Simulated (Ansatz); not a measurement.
Geometry optimisation, RKS r2SCAN-D4/def2-SVP in Ansatz 0.2.0.

Input file:

```yaml
crystal:
  periodic: [false, false, false]
  atoms:
    - { symbol: B, position_ang: [-0.112579, -0.49882, -0.11503] }
    - { symbol: H, position_ang: [0.358277, 0.662032, 1.912921] }
    - { symbol: H, position_ang: [0.79766, 0.092462, -0.643775] }
    - { symbol: H, position_ang: [-1.20511, 0.019107, -0.137433] }
    - { symbol: Si, position_ang: [0.052007, -2.355178, 0.523376] }
    - { symbol: H, position_ang: [-0.299967, -3.230703, -0.646211] }
    - { symbol: H, position_ang: [1.427509, -2.732482, 0.975759] }
    - { symbol: H, position_ang: [-0.901512, -2.690693, 1.627833] }
    - { symbol: H, position_ang: [0.359416, -0.055525, 1.832361] }
basis:
  gaussian: { orbitals: def2-SVP }
hamiltonian:
  xc: r2scan
  dispersion: d4
relax:
  f_tol: 0.03
  max_steps: 50
output:
  orbitals: {}
```

Command:

```bash
$ ansatz run input.yaml --threads 1 --pin off --max-ram 2048MiB --backend cpu --events-out ev --progress --plain --runs-dir out
```

Where does it end, and by what steps?

It converged. The force dipped under the threshold on the way, but the program's further checks kept it going. After 29 steps the energy has fallen by 1.025 eV; H9 moved furthest, 1.30 Å. Parted: H2–H9 (0.72 → 1.92 Å). Joined: B1–H2 (2.38 → 1.21 Å), B1–H9 (2.05 → 1.29 Å), Si5–H9 (2.66 → 1.67 Å).

| step | energy less start (eV) | largest force component (eV/Å) | accepted |
| --- | --- | --- | --- |
| 0 | 0.0000 | 1.744 | yes |
| 2 | -0.1930 | 0.620 | yes |
| 4 | -0.4594 | 0.687 | yes |
| 6 | -0.6101 | 0.440 | yes |
| 8 | -0.6581 | 0.360 | yes |
| 10 | -0.6831 | 0.163 | yes |
| 12 | -0.7085 | 0.251 | yes |
| 14 | -0.9055 | 0.735 | yes |
| 16 | -0.9151 | 0.586 | no |
| 18 | -0.9723 | 0.176 | yes |
| 20 | -0.9824 | 0.299 | yes |
| 22 | -0.9931 | 0.367 | no |
| 24 | -1.0176 | 0.063 | yes |
| 26 | -1.0222 | 0.090 | yes |
| 28 | -1.0246 | 0.049 | yes |
| 29 | -1.0253 | 0.020 | yes |

```xyz
9
Properties=species:S:1:pos:R:3
B 0.095 -0.046 0.442
H -0.160 0.676 1.376
H 0.686 0.346 -0.536
H -0.938 -0.631 0.098
Si 0.008 -2.198 0.714
H -0.167 -2.722 -0.666
H 1.160 -2.952 1.314
H -1.159 -2.424 1.606
H 0.951 -0.840 0.981
```

Whether the end is a true minimum wasn't checked by a vibrational analysis.

The run took 25 s on 1 thread of AMD EPYC 9R45 96-Core Processor (Zen 5) (shared host), peak memory 0.14 GiB.
